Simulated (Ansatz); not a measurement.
Born–Oppenheimer molecular dynamics of CH5O (7 atoms, charge 1, multiplicity 1). It goes on from the last frame of an earlier run, with new velocities.

Theory: Ansatz 0.2.0, RKS BLYP/6-31G*.

```
ensemble        : NVT, Langevin thermostat
time step       : 1 fs
steps asked     : 100
set temperature : 700 K
friction        : 0.005 /fs
seed            : 455421
```

Frames 5 fs apart, positions in Å, forces in eV/Å.

Velocities at 0.0 fs (Å/ps):

```
C -1.74 -3.08 4.49
O 4.39 -2.86 -1.85
H -33.82 12.87 19.11
H -44.40 24.70 8.44
H 17.50 10.60 -21.48
H 13.00 -22.01 -20.49
H -1.34 55.99 -9.75
```

```xyz
7
Properties=species:S:1:pos:R:3:forces:R:3 time_fs=0.0 energy_less_start_eV=0.000 T=600
C -0.327 -0.461 -0.341 1.23 0.97 -1.48
O 0.325 0.497 0.671 -0.38 0.49 0.35
H -0.166 -1.404 0.126 -0.17 -1.09 0.27
H -1.338 -0.092 -0.381 -0.73 -0.22 -0.10
H 0.219 -0.347 -1.333 -0.62 -0.12 1.04
H -0.179 1.346 0.779 0.09 -0.05 0.02
H 1.264 0.718 0.499 0.57 0.01 -0.11
7
Properties=species:S:1:pos:R:3:forces:R:3 time_fs=5.0 energy_less_start_eV=0.191 T=352
C -0.341 -0.463 -0.342 -1.79 -0.20 1.20
O 0.350 0.490 0.659 0.05 2.18 0.47
H -0.330 -1.438 0.237 0.28 0.78 -1.12
H -1.423 -0.060 -0.377 1.53 -0.62 -0.17
H 0.203 -0.331 -1.267 0.10 -0.54 -0.50
H -0.184 1.338 0.711 -0.20 -0.52 0.38
H 1.245 0.898 0.446 0.03 -1.08 -0.26
7
Properties=species:S:1:pos:R:3:forces:R:3 time_fs=10.0 energy_less_start_eV=0.088 T=414
C -0.368 -0.464 -0.328 1.92 0.25 -1.02
O 0.380 0.498 0.656 -0.56 0.33 -0.10
H -0.393 -1.379 0.212 0.32 -1.19 0.32
H -1.351 -0.087 -0.427 -1.22 0.79 -0.21
H 0.229 -0.428 -1.276 -0.56 -0.36 0.65
H -0.224 1.271 0.720 -0.01 0.52 0.53
H 1.248 0.867 0.343 0.10 -0.35 -0.16
7
Properties=species:S:1:pos:R:3:forces:R:3 time_fs=15.0 energy_less_start_eV=0.163 T=388
C -0.369 -0.477 -0.313 -1.96 -0.44 -0.25
O 0.402 0.501 0.654 -1.01 0.36 -0.65
H -0.381 -1.473 0.220 -0.13 1.10 -0.28
H -1.441 -0.018 -0.524 2.07 -0.87 0.71
H 0.175 -0.567 -1.267 0.22 0.31 0.25
H -0.200 1.315 0.820 1.14 -0.75 -0.14
H 1.269 0.758 0.225 -0.32 0.29 0.35
7
Properties=species:S:1:pos:R:3:forces:R:3 time_fs=20.0 energy_less_start_eV=0.205 T=414
C -0.392 -0.495 -0.299 2.66 -0.40 -0.31
O 0.415 0.515 0.633 1.00 -2.23 -1.36
H -0.400 -1.428 0.220 -0.35 -0.60 0.96
H -1.275 -0.046 -0.551 -2.83 1.27 -0.11
H 0.164 -0.643 -1.235 0.52 0.38 0.16
H -0.024 1.327 0.891 -0.88 1.31 0.24
H 1.275 0.709 0.170 -0.12 0.27 0.42
7
Properties=species:S:1:pos:R:3:forces:R:3 time_fs=25.0 energy_less_start_eV=0.296 T=292
C -0.400 -0.515 -0.296 -1.58 0.75 -0.20
O 0.431 0.518 0.600 -0.05 1.46 0.55
H -0.474 -1.433 0.379 -0.04 1.21 -0.84
H -1.427 0.041 -0.552 2.13 -1.34 0.65
H 0.234 -0.661 -1.213 -0.50 0.10 0.79
H 0.081 1.438 0.967 -0.03 -1.99 -0.90
H 1.316 0.726 0.210 0.08 -0.19 -0.05
7
Properties=species:S:1:pos:R:3:forces:R:3 time_fs=30.0 energy_less_start_eV=0.314 T=324
C -0.422 -0.522 -0.300 3.02 -0.52 2.31
O 0.447 0.524 0.564 1.49 -2.21 -0.89
H -0.558 -1.309 0.431 0.28 -0.65 -0.02
H -1.308 -0.079 -0.485 -3.17 2.06 -1.03
H 0.244 -0.668 -1.111 0.40 -0.62 -1.12
H 0.081 1.325 0.888 -1.41 2.21 0.79
H 1.400 0.685 0.299 -0.61 -0.28 -0.04
7
Properties=species:S:1:pos:R:3:forces:R:3 time_fs=35.0 energy_less_start_eV=0.335 T=292
C -0.414 -0.521 -0.276 -0.89 0.47 -0.99
O 0.467 0.515 0.533 -2.86 1.10 0.88
H -0.605 -1.329 0.469 0.32 0.34 -0.56
H -1.465 0.005 -0.571 2.65 -0.89 0.53
H 0.273 -0.786 -1.157 -1.24 0.16 1.08
H -0.053 1.369 0.817 1.39 -1.40 -0.55
H 1.415 0.635 0.354 0.63 0.22 -0.39
7
Properties=species:S:1:pos:R:3:forces:R:3 time_fs=40.0 energy_less_start_eV=0.238 T=358
C -0.413 -0.511 -0.263 1.95 -2.07 2.27
O 0.463 0.512 0.511 1.04 -2.28 -0.52
H -0.584 -1.349 0.459 -0.14 0.78 -0.31
H -1.241 -0.021 -0.610 -2.50 1.66 -0.55
H 0.136 -0.876 -1.083 1.24 -0.35 -1.23
H -0.008 1.312 0.672 -0.72 2.27 0.45
H 1.453 0.609 0.348 -0.87 -0.01 -0.11
7
Properties=species:S:1:pos:R:3:forces:R:3 time_fs=45.0 energy_less_start_eV=0.270 T=378
C -0.400 -0.522 -0.248 -0.87 0.99 -2.87
O 0.450 0.504 0.490 -1.35 2.21 0.64
H -0.590 -1.279 0.487 -0.65 -0.36 0.56
H -1.266 0.126 -0.686 1.02 -1.49 1.07
H 0.139 -0.980 -1.149 -0.10 0.83 1.20
H 0.032 1.476 0.578 1.01 -2.26 -0.30
H 1.391 0.558 0.261 0.93 0.07 -0.31
7
Properties=species:S:1:pos:R:3:forces:R:3 time_fs=50.0 energy_less_start_eV=0.242 T=442
C -0.402 -0.523 -0.267 -1.56 -1.02 3.12
O 0.438 0.516 0.476 3.40 -1.91 -0.41
H -0.707 -1.273 0.591 0.54 1.32 -1.73
H -1.224 0.066 -0.604 -1.03 0.17 -0.53
H 0.157 -0.975 -1.042 0.99 -0.44 -0.98
H 0.200 1.433 0.423 -1.22 2.05 -0.21
H 1.408 0.501 0.133 -1.11 -0.16 0.74
7
Properties=species:S:1:pos:R:3:forces:R:3 time_fs=55.0 energy_less_start_eV=0.267 T=399
C -0.423 -0.542 -0.264 -0.02 1.63 -2.49
O 0.453 0.525 0.453 -1.68 1.84 -0.06
H -0.771 -1.140 0.494 -0.28 -1.98 2.20
H -1.358 -0.024 -0.623 1.15 -0.16 -0.38
H 0.273 -1.028 -1.018 -1.10 0.45 0.62
H 0.201 1.515 0.245 0.16 -1.68 0.37
H 1.340 0.419 0.109 1.77 -0.10 -0.26
```

Of the whole run (100 fs, mean temperature of the second half 678 K): A run of 0.1 ps of so small a system gives no equilibrium averages.

Run time: 66 s on 1 thread of Arm Neoverse V2 (shared host), peak memory 0.078 GiB.
